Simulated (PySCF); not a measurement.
# H3NO (hydroxylamine): CCSDT(Q)/STO-6G

Aim: the energy change on altering one bond length of H3NO (hydroxylamine) at CCSDT(Q)/STO-6G, from 2 runs. 

The calculation is run with PySCF 2.14.0.

8 further runs of the same task are left out: 8 set aside as unsound or not needed.

### Step 1. The structure to begin with

H3NO: 5 atoms, total charge 0, spin state singlet. SMILES: `NO`. The shape is that of a PBE0-D4/def2-TZVP optimisation. This is one conformer, not always the lowest.

Bond lengths: N1–O2 1.422 Å, N1–H3 1.016 Å, N1–H4 1.016 Å, O2–H5 0.960 Å. Angles: N1–O2–H5 102.8°, O2–N1–H3 104.5°, O2–N1–H4 104.5°, H3–N1–H4 106.0°.

### Step 2. A single-point energy at CCSDT(Q)/STO-6G

Input file calc.py:

```python
from pyscf import gto, scf, cc

mol = gto.Mole()
mol.atom = [
    ('N', (-0.165120, -0.361290, -0.321170)),
    ('O', (0.364460, 0.666040, 0.508060)),
    ('H', (-0.162690, -1.190020, 0.266770)),
    ('H', (-1.141650, -0.109840, -0.446210)),
    ('H', (1.105010, 0.995100, -0.007440)),
]
mol.verbose = 3
mol.max_memory = 1860
mol.basis = 'sto-6g'
mol.build()

mf = scf.RHF(mol)
mf.conv_tol = 1e-10
mf.kernel()
if not mf.converged:
    mf = mf.newton().run(mf.mo_coeff, mf.mo_occ)

mycc = cc.CCSDT(mf, frozen=2)
mycc.kernel()
e_bracket, e_q = mycc.ccsdt_q()
energy = mycc.e_tot + e_q
print('Final energy', energy)
```

Launch:

```sh
$ OMP_NUM_THREADS=1 python calc.py
```

Standard output:

```text
converged SCF energy = -130.502674916066
_make_eris_incore_RCCSDT

WARN: A large `blksize` is being used, which may cause large memory consumption
      for storing contraction intermediates. If memory is sufficient, consider using
      `pyscf.cc.rccsdt_highm.RCCSDT` instead.

RCCSDT converged
E(RCCSDT) = -130.6152163935082   E_corr = -0.1125414774417518
E_corr(same-spin) = -0.00562528886181588
E_corr(oppo-spin) = -0.106916188579936
_make_eris_incore_RCCSDT
Final energy -130.6153105970844
```

Run time: 1.5 s. Hardware: 1 thread of Arm Neoverse V1, shared host; peak memory 0.1 GiB.

### Step 3. The distorted shape

Input file input.xyz:

```xyz
5

N     -1.053813    -0.756177     0.297453
O     -0.524233     0.271153     1.126683
H     -1.051383    -1.584907     0.885393
H     -2.030343    -0.504727     0.172413
H      1.105010     0.995100    -0.007440
```

Input file calc.py:

```python
from pyscf import gto, scf, cc

system = gto.Mole()
system.atom = 'input.xyz'
system.basis = 'sto-6g'
system.max_memory = 1860
system.verbose = 3
system.spin = 0
system.build()

myscf = scf.RHF(system)
myscf.conv_tol = 1e-10
myscf.kernel()
if not myscf.converged:
    myscf = myscf.newton().run(myscf.mo_coeff, myscf.mo_occ)

mycc = cc.CCSDT(myscf, frozen=2)
mycc.kernel()
e_bracket, e_q = mycc.ccsdt_q()
etot = mycc.e_tot + e_q
print(f'total energy: {etot:.8f} hartree')
```

Launch:

```sh
$ OMP_NUM_THREADS=1 python calc.py
```

Standard output:

```text
converged SCF energy = -130.211939381128
_make_eris_incore_RCCSDT

WARN: A large `blksize` is being used, which may cause large memory consumption
      for storing contraction intermediates. If memory is sufficient, consider using
      `pyscf.cc.rccsdt_highm.RCCSDT` instead.

RCCSDT converged
E(RCCSDT) = -130.4982135837473   E_corr = -0.2862742026191696
E_corr(same-spin) = -0.00886913035098216
E_corr(oppo-spin) = -0.277405072268187
_make_eris_incore_RCCSDT
total energy: -130.49892491 hartree
```

Run time: 1.7 s. Hardware: 1 thread of Arm Neoverse V1, shared host; peak memory 0.1 GiB.

### Step 4. Results

Level: CCSDT(Q)/STO-6G, 2 core orbitals frozen.

```
                                                         quantity          value
                                        first shape: total energy  -130.61531 Eh
                first shape: dipole moment (Hartree–Fock density)         0.40 D
                 first shape: HOMO energy (Hartree–Fock orbitals)       -9.29 eV
                 first shape: LUMO energy (Hartree–Fock orbitals)       14.68 eV
               first shape: HOMO–LUMO gap (Hartree–Fock orbitals)       23.98 eV
         first shape: correlation energy (2 core orbitals frozen)     -112.6 mEh
                                       first shape: T1 diagnostic          0.006
                                    distorted shape: total energy  -130.49892 Eh
            distorted shape: dipole moment (Hartree–Fock density)         1.58 D
             distorted shape: HOMO energy (Hartree–Fock orbitals)       -6.27 eV
             distorted shape: LUMO energy (Hartree–Fock orbitals)        2.83 eV
           distorted shape: HOMO–LUMO gap (Hartree–Fock orbitals)        9.10 eV
     distorted shape: correlation energy (2 core orbitals frozen)     -287.0 mEh
                                   distorted shape: T1 diagnostic          0.012
energy change with the O2–H5 bond stretched from 0.960 to 2.113 Å       3.167 eV
```

**Reading.** With the O2–H5 bond stretched from 0.960 to 2.113 Å the energy rises by 3.17 eV (73 kcal/mol). The first shape isn't relaxed at this level, so the change isn't measured from a minimum. The minimal basis adds a large error of its own. Mulliken charges (first shape) of the mean-field density run from -0.31 on N1 to +0.22 on H5.
